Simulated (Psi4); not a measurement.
Reaction (SMILES): N#P (N-P) + 3 [H][H] (H2) → N (NH3) + P (PH3)
B3LYP-D3(BJ)/def2-TZVP geometries, fixed; electronic energies without zero-point terms.

Effect of the integral screening threshold at B3LYP/cc-pV(T+d)Z with Psi4, against the last row, where the energy of full hydrogenation is -67.74 kcal/mol.

```
setting                largest shift of a total energy (mEh)  shift of the energy of full hydrogenation (kcal/mol)
---------------------  -------------------------------------  ----------------------------------------------------
ints_tolerance: 1e-6                                   0.000                                                 0.000
ints_tolerance: 1e-8                                   0.000                                                 0.000
ints_tolerance: 1e-10                                  0.000                                                 0.000
ints_tolerance: 1e-14                                  0.000                                                 0.000
```

Within 0.02 kcal/mol in the energy of full hydrogenation: ints_tolerance: 1e-6; ints_tolerance: 1e-8; ints_tolerance: 1e-10. The largest shift is 0.000 mEh in a total energy and 0.000 kcal/mol in the difference.
